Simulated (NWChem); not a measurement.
CH$_{3}$, doublet; SMILES [CH3]

All runs: NWChem. Spin-unrestricted. In the optimisation the excess spin sits in a2" (D3h, its own frame). Structure relaxed at the PBE0/def2-SVP, spin-unrestricted level. No stability test was run on the SCF state. Level TPSS/def2-SVPD: single points from the atomic guess with DIIS by default; each run changes one setting, and all converged runs end within 0.3 mHa of each other.

**Question.** Which setting needs the most SCF iterations, or fails (no DIIS, 40 % damping; core-Hamiltonian guess; level shift of 0.5 Ha throughout; defaults; occupation smearing of 0.005 Ha; no level shifting)?

**Answer.** no DIIS, 40 % damping, with 13 against 7 for the defaults.
```json
[
 {"setting": "defaults", "SCF iterations": "7"},
 {"setting": "level shift of 0.5 Ha throughout", "SCF iterations": "8"},
 {"setting": "core-Hamiltonian guess", "SCF iterations": "8"},
 {"setting": "occupation smearing of 0.005 Ha", "SCF iterations": "7"},
 {"setting": "no level shifting", "SCF iterations": "7"},
 {"setting": "no DIIS, 40 % damping", "SCF iterations": "13"}
]
```
